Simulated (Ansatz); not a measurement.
Predict the output of the script below (Ansatz 0.2.0, Python API).

`pa.py`:
```python
"""Adding a proton to BH5OSi."""

import ansatz as az
from ase import Atoms
import numpy as np

atoms = Atoms(["O", "B", "Si", "H", "H", "H", "H", "H"], positions=[
    (-1.578, 0.8036, -0.5911),
    (-0.178, 0.7458, -0.4923),
    (0.5881, -0.5918, 0.6484),
    (-1.7869, 0.2617, -1.3608),
    (0.5198, 1.4832, -1.1142),
    (0.1667, -0.3647, 2.0432),
    (2.1128, -0.4814, 0.6071),
    (0.2476, -1.9136, 0.2039),
])
geometry = az.Crystal.molecule_from_ase(atoms)

calc = (
    geometry.calculation()
    .basis(gaussian="def2-SVP")
    .functional("pbe0")
)
symbols = [site.symbol for site in geometry.cartesian_sites]
start = np.array([site.position_ang for site in geometry.cartesian_sites], dtype=float)
rep = calc.relax(force_tolerance=0.01, max_steps=100).run().report
end = np.array(rep["positions_ang"])

# start the new hydrogen opposite the existing bonds
away = sum((end[0] - end[j]) / np.linalg.norm(end[0] - end[j]) for j in [1, 3]) + np.array([0.15, 0.1, -0.2])
proton = end[0] + 1.0 * away / np.linalg.norm(away)
acid = az.Crystal.molecule()
for symbol, place in zip(symbols, end):
    acid = acid.atom(symbol, place.tolist())
acid = acid.atom("H", proton.tolist())
protonated = (
    acid.calculation()
    .basis(gaussian="def2-SVP")
    .functional("pbe0")
    .charge(1)
    .relax(force_tolerance=0.01, max_steps=80)
)
after = protonated.run().report
xyz = np.array(after["positions_ang"])
reach = np.linalg.norm(xyz[:-1] - xyz[-1], axis=1)
print(f"base {rep['free_energy_ev']:.5f} eV, protonated {after['free_energy_ev']:.5f} eV")
print(f"the proton ends {reach.min():.3f} A from {symbols[reach.argmin()]}{reach.argmin()}")
print(f"electronic proton affinity {(rep['free_energy_ev'] - after['free_energy_ev']):.3f} eV")
```

```console
$ python pa.py
base -10671.72642 eV, protonated -10679.36070 eV
the proton ends 0.978 A from O0
electronic proton affinity 7.634 eV
```

Caveats:
- Total energies depend on the basis set; only differences at equal settings carry meaning.
- The proton is put on one chosen atom, which needn't be the most basic site, so the molecule's proton affinity can be higher; the ends are stationary points, not checked by frequencies, and zero-point and thermal terms count only where printed.
- It ran for 2 min on 1 thread of Intel(R) Xeon(R) Platinum 8259CL CPU @ 2.50GHz (Skylake/Cascade Lake), on a shared host, peak memory 0.23 GiB.
